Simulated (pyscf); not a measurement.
AsH₃ (SMILES [AsH3]) + GaH (SMILES [GaH]) [singlet] -> H₂Ga–AsH₂ (SMILES [GaH2][AsH2]), an insertion (singlet surface; As–H broken, As–Ga, Ga–H formed). Single points on ωB97X-D3(BJ)/def2-SVP structures (PySCF, gas phase). Correlated levels are frozen-core, on RHF or UHF. ΔMP2 is the change of the MP2 total energy from the triple- to the quadruple-zeta basis. Energies in eV from the separated reactants.

AM1 to PM7: differences of heats of formation from MOPAC, which are fitted to 298 K values and so differ in kind from electronic energies by zero-point and thermal terms. 

Problem. In single points PM6 puts the saddle at 1.55 eV and the reaction energy at -1.97 eV. Should these be trusted to within a few kcal/mol? Compare with CCSD(T)/def2-TZVPP + ΔMP2(QZVPP).

Solution. CCSD(T)/def2-TZVPP + ΔMP2(QZVPP) gives ΔE‡ = 0.90 eV and ΔE = -1.38 eV. PM6 lies 0.65 eV over it in the barrier and 0.59 eV under it in the reaction energy, so on this step it does not hold to within 0.13 eV. CCSD(T)/def2-TZVPP + ΔMP2(QZVPP) has limits of its own. On the reactant side the descent ends in an adduct with a As–Ga contact, 0.42 eV under the separated species and 1.44 eV under the saddle at ωB97X-D3(BJ)/def2-TZVP. What is counted as formed (As–Ga) is already present as a longer contact in the reactant adduct; forming that adduct is a step of its own. At ωB97X-D3(BJ)/def2-TZVP the barrier from the zero used here is 1.03 eV. The same reactants have a lower exit, to Ga–AsH₂ [singlet] + H₂ (barrier +0.50 eV at ωB97M-D3(BJ)/def2-TZVP, against +1.27 eV here). One saddle was located; it need not be the lowest between these sides. One closed-shell reference is unstable to symmetry breaking; treat the single-reference values with care. The CCSD(T) − MP2 part came from Ansatz, without density fitting, on the same reference. The frozen core leaves the outer d or s,p core shells of the metals and heavy elements correlated in the MP2 and CC values, and def2-TZVPP describes them poorly, which can shift differences by a few kcal/mol. In the def2 sets elements up to Kr have no core potential.
